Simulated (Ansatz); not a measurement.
```xyz
6

C     1.329   -0.972    0.723
C     0.770   -0.010    0.261
S     0.096    1.372   -0.408
S    -1.929    1.048   -0.275
H     1.816   -1.824    1.137
H    -2.082    0.387   -1.439
```

The species carries charge 0 and has multiplicity 1.

Problem. List the ωB97M-V/def2-TZVPP orbital energies in eV (the Gaussian-basis code of Ansatz). (Estimate.)

Solution. Ansatz gave: Occupied: -2428.39, -2427.84, -282.28, -281.82, -222.24, -221.75, -165.39, -165.29, -165.13, -164.89, -164.79, -164.64, -26.30, -23.98, -21.94, -17.71, -15.88, -14.37, -13.30, -12.09, -10.55, -10.04, -9.11. Lowest empty: 0.52, 2.06, 2.87, 3.06, 3.43, 3.93, 5.02, 6.64.
